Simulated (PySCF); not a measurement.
# SMILES O=[PH]1CCC1, C3H7OP

Geometry (Å), atoms numbered from 1 in this order:
```xyz
12

O    -0.118    2.329    1.104
P    -0.065    1.307    0.041
C    -1.198   -0.154    0.188
C     0.050   -1.023   -0.050
C     1.290   -0.072   -0.231
H    -0.236    1.757   -1.163
H    -2.102   -0.537   -0.276
H    -1.389   -0.065    1.354
H     0.106   -2.030    0.501
H    -0.181   -1.272   -0.971
H     2.030   -0.143    0.638
H     1.696    0.077   -1.299
```

The calculation used PySCF, GIAO B97-2/pcSseg-1 magnetisability, rotational g tensor and spin-rotation constants, non-relativistic, gas phase. Geometry: GFN2-xTB, normal-mode sample at 1000 K.

(1) What are the magnetisability and the molar susceptibility?

(2) Split it along the inertial axes a, b, c into diamagnetic and paramagnetic parts about the centre of mass, with the quadrupole moment.

(3) And the rotational g tensor?

## Answers

(1) Isotropic -855 × 10⁻³⁰ J/T², or -51.5 × 10⁻⁶ cm³/mol; principal values -923, -883, -760 × 10⁻³⁰ J/T², anisotropy 148 × 10⁻³⁰ J/T² (root of half the summed squared differences of the principal values). The susceptibility is in cgs units.

(2) 
| axis | χ (10⁻⁶ cm³/mol) | diamagnetic (10⁻⁶ cm³/mol) | paramagnetic (10⁻⁶ cm³/mol) | summed x² of all electrons (Å²) | quadrupole Θ (D Å) |
| --- | --- | --- | --- | --- | --- |
| a | -54.8 | -249.1 | 194.3 | 81.8 | -8.84 |
| b | -53.7 | -423.4 | 369.6 | 40.7 | +4.68 |
| c | -46.0 | -519.4 | 473.4 | 18.0 | +4.17 |

Anisotropies 2χaa − χbb − χcc = -9.8 and 2χbb − χaa − χcc = -6.7 × 10⁻⁶ cm³/mol. Θ is traceless in Buckingham's convention.

(3) 
| axis | rotational constant (GHz) | g | nuclear part | electronic part |
| --- | --- | --- | --- | --- |
| a | 7.6504 | -0.0346 | 0.6637 | -0.6983 |
| b | 3.5073 | -0.0307 | 0.5783 | -0.6090 |
| c | 2.7670 | -0.0339 | 0.5815 | -0.6153 |

Asymmetric top; isotopes 12C, 1H, 16O, 31P; no vibrational averaging.
